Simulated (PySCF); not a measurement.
# HCl: magnetic properties

The task here is to estimate one member of a computed series from the others.

Programs: PySCF 2.14.0, with routines of our own; each step states its level. All values are computed. Atoms count from 0.

## The system as given

2 atoms, charge 0, multiplicity 1; geometry from: PBE0-D3(BJ)/def2-SVP.

The first run:

Job settings and geometry (Å):

```
{"job": {"kind": "mag", "xc": "revPBE", "basis": "aug-pcSseg-2"}, "charge": 0, "multiplicity": 1}
Cl     0.651061    -0.002472    -0.002598
H     -0.633963     0.004618    -0.011107
```

Method: GIAO revPBE/aug-pcSseg-2 magnetisability, rotational g tensor and spin-rotation constants, non-relativistic, gas phase.

Started as:

```bash
$ OMP_NUM_THREADS=1 python excited_run.py task.json out
```

This one command runs all jobs of the session in turn.

Among the steps run: Magnetic properties: GIAO revPBE/aug-pcSseg-2; Magnetic properties: GIAO PW91/aug-pcSseg-2; Magnetic properties: GIAO B3LYP/aug-pcSseg-2; Magnetic properties: GIAO X3LYP/aug-pcSseg-2; Magnetic properties: GIAO PBE0/aug-pcSseg-2; Magnetic properties: GIAO mPW1PW91/aug-pcSseg-2; Magnetic properties: GIAO B97-2/aug-pcSseg-2; Magnetic properties: GIAO BHandHLYP/aug-pcSseg-2; Magnetic properties: GIAO HSE06/aug-pcSseg-2; Magnetic properties: GIAO CAM-B3LYP/aug-pcSseg-2; Magnetic properties: GIAO wB97X/aug-pcSseg-2; Magnetic properties: GIAO wB97X-D/aug-pcSseg-2.

One of the session's tables, all rows but one given; the rest of the session is left out.

It belongs to the step «Magnetic properties side by side». 

```
                      level  gap (eV)
   GIAO revPBE/aug-pcSseg-2      6.83
     GIAO PW91/aug-pcSseg-2      6.85
    GIAO B3LYP/aug-pcSseg-2      8.45
    GIAO X3LYP/aug-pcSseg-2      8.55
     GIAO PBE0/aug-pcSseg-2      9.05
 GIAO mPW1PW91/aug-pcSseg-2      9.04
    GIAO B97-2/aug-pcSseg-2      8.77
GIAO BHandHLYP/aug-pcSseg-2     10.73
    GIAO HSE06/aug-pcSseg-2      8.33
GIAO CAM-B3LYP/aug-pcSseg-2         ?
    GIAO wB97X/aug-pcSseg-2     12.90
  GIAO wB97X-D/aug-pcSseg-2     12.14
```

Estimate the missing values for GIAO CAM-B3LYP/aug-pcSseg-2.

As computed: gap (eV): 10.95. In the column «gap (eV)» it lies between GIAO BHandHLYP/aug-pcSseg-2 (10.73) and GIAO wB97X-D/aug-pcSseg-2 (12.14).

Caveats from the session: Vibrational averaging and real surroundings are missing from these values.
